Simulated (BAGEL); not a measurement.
# SiPH5 (SMILES [SiH3]P) at HF/3-21G (density fitting with qzvpp-jkfit)

Aim: the energy change on altering one bond length of SiPH5 at HF/3-21G (density fitting with qzvpp-jkfit), from 2 runs. 

The calculation is run with BAGEL 1.2.2.

1 further run of the same task is left out (set aside as unsound or not needed).

## 1. The molecule

SiPH5: 7 atoms, total charge 0, spin state singlet. SMILES: `[SiH3]P`. The coordinates come from a GFN2-xTB relaxation.

Bond lengths: Si1–P2 2.234 Å, Si1–H3 1.462 Å, Si1–H4 1.462 Å, Si1–H5 1.465 Å, P2–H6 1.383 Å, P2–H7 1.383 Å. Angles: Si1–P2–H6 95.7°, Si1–P2–H7 95.8°, P2–Si1–H3 106.9°, P2–Si1–H4 106.8°, P2–Si1–H5 113.1°, H6–P2–H7 92.2°, H3–Si1–H4 111.1°, H3–Si1–H5 109.5°, H4–Si1–H5 109.5°.

## 2. The energy at HF/3-21G (density fitting with qzvpp-jkfit)

job.json

```json
{ "bagel": [

{
  "title": "molecule",
  "basis": "3-21g",
  "df_basis": "qzvpp-jkfit",
  "angstrom": true,
  "geometry": [
    { "atom": "Si", "xyz": [   -0.640830,   -0.361550,   -0.395920 ] },
    { "atom": "P", "xyz": [    1.061310,   -0.009120,    1.007680 ] },
    { "atom": "H", "xyz": [   -1.825500,   -0.602940,    0.426340 ] },
    { "atom": "H", "xyz": [   -0.298920,   -1.544330,   -1.184630 ] },
    { "atom": "H", "xyz": [   -0.890510,    0.768910,   -1.293660 ] },
    { "atom": "H", "xyz": [    0.664680,    1.260240,    1.387120 ] },
    { "atom": "H", "xyz": [    1.929760,    0.488790,    0.053060 ] }
  ]
},
{
  "title": "hf"
},
{
  "title": "print",
  "file": "orbitals.molden",
  "orbitals": true
}

]}
```

Launch:

```console
BAGEL_NUM_THREADS=1 BAGEL job.json > job.out
```

Standard output:

```text
* using 1 threads per process

  ===============================================================
  ===============================================================

  *** Geometry ***

  { "atom" : "Si", "xyz" : [     -1.210993,     -0.683230,     -0.748180 ] },
  { "atom" : "P", "xyz" : [      2.005585,     -0.017234,      1.904239 ] },
  { "atom" : "H", "xyz" : [     -3.449695,     -1.139391,      0.805666 ] },
  { "atom" : "H", "xyz" : [     -0.564877,     -2.918361,     -2.238626 ] },
  { "atom" : "H", "xyz" : [     -1.682820,      1.453029,     -2.444663 ] },
  { "atom" : "H", "xyz" : [      1.256063,      2.381508,      2.621277 ] },
  { "atom" : "H", "xyz" : [      3.646718,      0.923679,      0.100269 ] },

  Number of auxiliary basis functions:      346

  Since a DF basis is specified, we compute 2- and 3-index integrals:
    o Being stored without compression. Storage requirement is 0.004 GB

  Number of basis functions:       36
  Number of electrons      :       34

    * METHOD: MOLECULE                             0.07

  *** RHF ***

  === Nuclear Repulsion ===
    91.5029754670

      * DIIS with orbital gradients will be used.

  === RHF iteration (3-21g) ===
      0       -629.23215985          0.01054673           0.01
      1       -629.25848102          0.00234400           0.01
      2       -629.26006086          0.00061107           0.01
      3       -629.26020486          0.00011465           0.01
      4       -629.26021461          0.00002963           0.01
      5       -629.26021525          0.00000562           0.01
      6       -629.26021527          0.00000090           0.01
      7       -629.26021527          0.00000023           0.01
      8       -629.26021527          0.00000006           0.01
      9       -629.26021527          0.00000001           0.01
     10       -629.26021527          0.00000000           0.01
    * SCF iteration converged.

    * Permanent dipole moment:
           (    0.250839,    -0.321629,     0.422272) a.u.

    * METHOD: HF                                   0.19

    * METHOD: PRINT                                0.00

  ===============================================================
```

It took 0.42 s on 1 thread of Arm Neoverse V2, shared host.

## 3. The distorted shape

job.json

```json
{ "bagel": [

{
  "title": "molecule",
  "basis": "3-21g",
  "df_basis": "qzvpp-jkfit",
  "angstrom": "true",
  "geometry": [
    { "atom": "Si", "xyz": [   -0.323532,   -1.377020,   -0.699467 ] },
    { "atom": "P", "xyz": [    1.378608,   -1.024590,    0.704133 ] },
    { "atom": "H", "xyz": [   -1.508202,   -1.618410,    0.122793 ] },
    { "atom": "H", "xyz": [    0.018378,   -2.559800,   -1.488177 ] },
    { "atom": "H", "xyz": [   -0.573212,   -0.246560,   -1.597207 ] },
    { "atom": "H", "xyz": [    0.664680,    1.260240,    1.387120 ] },
    { "atom": "H", "xyz": [    2.247058,   -0.526680,   -0.250487 ] }
  ]
},
{ "title": "hf" },
{ "title": "print", "file": "orbitals.molden", "orbitals": "true" }

]}
```

Launch:

```console
BAGEL_NUM_THREADS=1 BAGEL job.json > job.out
```

Standard output:

```text
* using 1 threads per process

  ===============================================================
  ===============================================================

  *** Geometry ***

  { "atom" : "Si", "xyz" : [     -0.611387,     -2.602191,     -1.321801 ] },
  { "atom" : "P", "xyz" : [      2.605192,     -1.936194,      1.330619 ] },
  { "atom" : "H", "xyz" : [     -2.850089,     -3.058352,      0.232045 ] },
  { "atom" : "H", "xyz" : [      0.034729,     -4.837321,     -2.812247 ] },
  { "atom" : "H", "xyz" : [     -1.083214,     -0.465931,     -3.018284 ] },
  { "atom" : "H", "xyz" : [      1.256063,      2.381508,      2.621277 ] },
  { "atom" : "H", "xyz" : [      4.246324,     -0.995281,     -0.473352 ] },

  Number of auxiliary basis functions:      346

  Since a DF basis is specified, we compute 2- and 3-index integrals:
    o Being stored without compression. Storage requirement is 0.004 GB

  Number of basis functions:       36
  Number of electrons      :       34

    * METHOD: MOLECULE                             0.07

  *** RHF ***

  === Nuclear Repulsion ===
    88.2109487129

      * DIIS with orbital gradients will be used.

  === RHF iteration (3-21g) ===
      0       -629.10830270          0.01006832           0.01
      1       -629.13306949          0.00298111           0.01
      2       -629.13541314          0.00123359           0.01
      3       -629.13586961          0.00024016           0.01
      4       -629.13590409          0.00010488           0.01
      5       -629.13591220          0.00003795           0.01
      6       -629.13591328          0.00001306           0.01
      7       -629.13591341          0.00000328           0.01
      8       -629.13591342          0.00000092           0.01
      9       -629.13591342          0.00000040           0.01
     10       -629.13591342          0.00000009           0.01
     11       -629.13591342          0.00000003           0.01
     12       -629.13591342          0.00000001           0.01
    * SCF iteration converged.

    * Permanent dipole moment:
           (    0.153164,     0.148648,     0.663762) a.u.

    * METHOD: HF                                   0.22

    * METHOD: PRINT                                0.00

  ===============================================================
```

It took 0.44 s on 1 thread of Arm Neoverse V2, shared host.

## 4. Summary of results

Level: HF/3-21G (density fitting with qzvpp-jkfit).

| quantity | value |
| --- | --- |
| first shape: total energy | -629.26022 Eh |
| first shape: dipole moment | 1.49 D |
| first shape: HOMO energy | -9.98 eV |
| first shape: LUMO energy | 3.69 eV |
| first shape: HOMO–LUMO gap | 13.67 eV |
| distorted shape: total energy | -629.13591 Eh |
| distorted shape: dipole moment | 1.77 D |
| distorted shape: HOMO energy | -9.38 eV |
| distorted shape: LUMO energy | -0.01 eV |
| distorted shape: HOMO–LUMO gap | 9.36 eV |
| energy change with the P2–H6 bond stretched from 1.383 to 2.489 Å | 3.382 eV |

In words: One bond (distorted shape) is far stretched, which a spin-restricted single reference describes badly; a broken-symmetry solution may lie lower. With the P2–H6 bond stretched from 1.383 to 2.489 Å the energy rises by 3.38 eV (326 kJ/mol). The first shape isn't relaxed at this level, so the change isn't measured from a minimum. A restricted reference can't describe the breaking bond well at this length.
